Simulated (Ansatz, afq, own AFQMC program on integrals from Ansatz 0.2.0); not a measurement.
Two steps: Ansatz 0.2.0 writes the Fock matrix and Cholesky factors of the valence space, and afq projects on them the lowest state that overlaps trial and start.

```yaml
crystal:
  periodic: [false, false, false]
  atoms:
    - {symbol: H, position_ang: [0.000000, 0.000000, -1.221333]}
    - {symbol: H, position_ang: [0.000000, 0.000000, -0.313333]}
    - {symbol: Si, position_ang: [0.000000, 0.000000, 1.534667]}
basis:
  gaussian: {orbitals: cc-pVTZ}
magnetization: {spin_polarized: true, initial_magnetization: 2}
correlation: {method: ccsd_t, electrons: outside_noble_gas, hamiltonian_folder: ham}
```

```sh
$ ansatz run in.yaml --threads 1 --pin off --events-out ev --progress --plain --max-ram 16896MiB --backend cuda --devices 0, --max-vram 18GiB
```

Options of the walk:

```
--method phaseless --trial hf --walkers 4000 --populations 20 --least-time 40 --time-step 0.005 --steps-per-block 20 --equilibration-blocks 112 --max-blocks 4000 --target-error 0.0007499999999999999 --factor-cut 1e-05 --start spin_pure --seed 3001 --taylor-order 6
```

Times are imaginary, in 1/Eh. The walk had a cap of 74 s. With eight or more populations the least sampling time is a fifth of least-time, and the error comes from their spread.

Log:

```
orbitals 57  electrons 4 2  factors 348 of 357
reference energy -289.95883672 Eh
CCSD correlation -0.12344135 Eh in 12 cycles, weight of the determinant in the CISD state 0.9075
energy of the start -289.959069 Eh
 block  time / (1/Eh)  mean weight  energy / Eh
     1     0.100  1.0003  -289.979877
     2     0.200  1.0005  -289.995416
     3     0.300  1.0006  -290.007480
     4     0.400  1.0003  -290.017918
     5     0.500  1.0007  -290.026449
     7     0.700  1.0002  -290.038942
     9     0.900  1.0002  -290.048231
    11     1.100  1.0002  -290.056849
    21     2.100  1.0001  -290.075304
    31     3.100  1.0000  -290.080343
    41     4.100  1.0000  -290.085786
    51     5.100  0.9998  -290.084869
    61     6.100  0.9999  -290.084660
    71     7.100  1.0003  -290.085102
    81     8.100  0.9998  -290.083325
    91     9.100  0.9999  -290.084493
   101    10.100  0.9999  -290.086824
   111    11.100  0.9998  -290.084688
   121    12.100  1.0001  -290.085144
   131    13.100  0.9998  -290.086131
   141    14.100  1.0001  -290.083973
   151    15.100  1.0003  -290.086361
   161    16.100  1.0000  -290.084358
   166    16.600  1.0000  -290.087509
   171    17.100  0.9998  -290.084507
   181    18.100  1.0001  -290.082983
   191    19.100  1.0003  -290.086844
   201    20.100  0.9999  -290.083061
error from the spread of 20 populations
energy -290.084658 +/- 0.000713 Eh
(rows thinned)
```

The run passed its tests (sampling time, drift between the halves within three errors, error under three times the target), which doesn't prove that it has relaxed.

Against this walk (error 19.4 meV) on the same determinant: CCSD(T) 39.4 meV lower, CCSDT(Q) 69.2 meV lower, a separate phaseless walk with a CISD trial and standard settings 58.5 ± 19.8 meV lower. The error is statistical and leaves out the bias of the constraint. CCSDT(Q) is the surest value here, so the walk's 69 meV above it is most likely the bias of the constraint with this trial, which can have either sign.

Cautions: constraint bias not in the error; lower spins were not checked.

The walk took 38 s on 1 × NVIDIA H100 80GB HBM3 with 2 threads of AMD EPYC 7R13 Processor (Zen 3), with other jobs on the host (the card was shared). The log's last line is the phaseless energy.

CCSDT and higher add their correlation energy to the determinant of the CCSD(T) run, since their own runs factorise the integrals more tightly (a shift of under 2 meV). A walk keeps the symmetry of its determinant, which the program's search chose and which needn't be the lowest solution, so a lower state of the same spin and another symmetry isn't excluded.
